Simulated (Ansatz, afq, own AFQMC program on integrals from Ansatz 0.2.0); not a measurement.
ZrB, sextet: AFQMC among the cluster methods

```xyz
2

Zr    0.0000    0.0000    0.0000
B     0.0000    0.0000    1.8940
```

Basis def2-SVP with its core potentials. Only valence electrons are correlated. AFQMC by an in-house program on the Cholesky factors that Ansatz 0.2.0 writes for its CCSD(T) run. ph-AFQMC/CISD is guided by a CISD state made of CCSD amplitudes; releasing the constraint for a short imaginary time cuts its bias at the price of noise, slowly where states lie close. Uncertainties: one standard error, sampling alone. No spin–orbit coupling. The metal's outer-core s and p shells are frozen, which shifts wave-function levels against functionals.

Determinant: UHF, the one that the program's search chose, which needn't be the lowest solution. The geometry is a point of a scan.

No full CI on the walks' own integrals is used here; CCSDT(Q) serves as the reference and is uncertain by about the last step of the cluster series.

Cautions: no spin-orbit coupling; outer-core shells of the metal frozen; lower spins were not checked; higher spins were not checked; the released energies move by 1.5 errors or more from one time to the next, so no released level is given (meV from the phaseless value at times in 1/Eh: -31 ± 11 at 0.60, -26 ± 10 at 1.20, -10 ± 9 at 2.00, -8 ± 11 at 3.00, -47 ± 15 at 4.20), though the last usable value meets CCSDT(Q) within the noise; the ph-AFQMC/CISD walk drifts between its halves (2.3 errors).

- T1 diagnostic: 0.0323
- weight of the determinant in the CISD state: 0.892
- ⟨S²⟩ of the determinant: 8.760
- size of the correlated space: 7 electrons in 40 orbitals

Reference: CCSDT(Q), correlation energy -3.456 eV.

| level | E − E(reference) (kJ/mol) | share of correlation (%) |
| --- | --- | --- |
| HF | 333.4 | 0.00 |
| MP2 | 69.8 | 79.07 |
| CCSD | 20.1 | 93.96 |
| CCSD(T) | 4.1 | 98.78 |
| CCSDT | 1.1 | 99.68 |
| ph-AFQMC/HF | 15.6 ± 3.5 | 95.31 |
| ph-AFQMC/CISD | 4.0 ± 1.3 | 98.80 |

A walk keeps the symmetry of its determinant, which the program's search chose and which needn't be the lowest solution, so a lower state of the same spin and another symmetry isn't excluded.
